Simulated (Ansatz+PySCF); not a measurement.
Values are calculated unless marked as measured or tabulated.
A run of PySCF 2.14.0 on doublet CH₄P at this shape:

```xyz
6

C    -0.0343    0.0018   -0.8258
P     0.5495   -0.0061    0.8476
H    -0.0407    0.9283   -1.3912
H    -0.0396   -0.9153   -1.3959
H    -0.2206   -1.0699    1.3934
H    -0.2225    1.0684    1.3984
```

Its results:

```json
{
 "Converged": "yes",
 "Reference energy": "-380.91256 hartree",
 "Correlation energy": "-0.30539 hartree",
 "Total energy": "-381.21795 hartree",
 "Spin squared of the determinant": "0.771"
}
```

Task: Which input gives this output? Name the method, the orbitals and the basis set, and write the input.

Result: UHF-MP2 in cc-pVTZ on H, C; cc-pV(T+d)Z on P.

```python
from pyscf import gto, scf, mp

# the (T+d) and (D+d) sets load through basis_set_exchange
mol = gto.M(atom="""
C -0.034300 0.001820 -0.825820
P 0.549530 -0.006070 0.847640
H -0.040660 0.928320 -1.391210
H -0.039630 -0.915280 -1.395890
H -0.220590 -1.069950 1.393390
H -0.222460 1.068430 1.398450
""", basis={'C': 'cc-pvtz', 'H': 'cc-pvtz', 'P': 'cc-pv(t+d)z'}, charge=0, spin=1)
mf = scf.UHF(mol)
mf.kernel()
pt = mp.MP2(mf, frozen=6).run()
print(mf.e_tot, pt.e_corr, pt.e_tot)
```
